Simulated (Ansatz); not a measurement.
Stepwise reaction of `F[SiH](F)F` with hydrogen, as a gas-phase model of exchange steps in deposition or etching. ΔE in kJ/mol; ΔG adds harmonic PBE0-D4 terms to CCSD(T)/CBS, at 1 bar.

Calculated with Ansatz (gas phase, PBE0-D4/def2-TZVP geometries, no zero-point term in ΔE). CBS: MP2 limit from def2 TZ/QZ plus the TZ coupled-cluster correction, frozen cores. This one scheme is used for every species. DFT in def2-TZVPP. B3LYP here is the variant with VWN-RPA as its local correlation; programs differ in this.

```tsv
step	reaction	PBE-D4	B3LYP-D4	ωB97M-V	CCSD(T)/CBS	ΔG(600 K)
1	`F[SiH](F)F` + H₂ → `F[SiH2]F` + H–F	133.2	140.5	142.0	139.4	133.6
3	`F[SiH3]` + H₂ → SiH₄ + H–F	97.2	107.3	107.1	105.4	108.2
```

Question: Give the row of step 2, `F[SiH2]F` + H₂ → `F[SiH3]` + H–F. (Estimate.)

Answer: Computed: 
| step | reaction | PBE-D4 | B3LYP-D4 | ωB97M-V | CCSD(T)/CBS | ΔG(600 K) |
| --- | --- | --- | --- | --- | --- | --- |
| 2 | `F[SiH2]F` + H₂ → `F[SiH3]` + H–F | 125.9 | 133.6 | 134.4 | 131.8 | 129.9 |

Question: By hand: ΔE of the 3 steps together at CCSD(T)/CBS.

Answer: (139.4) + (131.8) + (105.4) = 376.6 kJ/mol, or 125.5 kJ/mol a step.

In ΔE each step is lower than the one before. All are uphill at CCSD(T)/CBS. ΔG lies between 108.2 and 133.6 kJ/mol a step. PBE-D4 differs from CCSD(T)/CBS by -8.2 to -5.9 kJ/mol a step. Isolated molecules leave out the surface, adducts and barriers. Largest T1 diagnostic: 0.012.
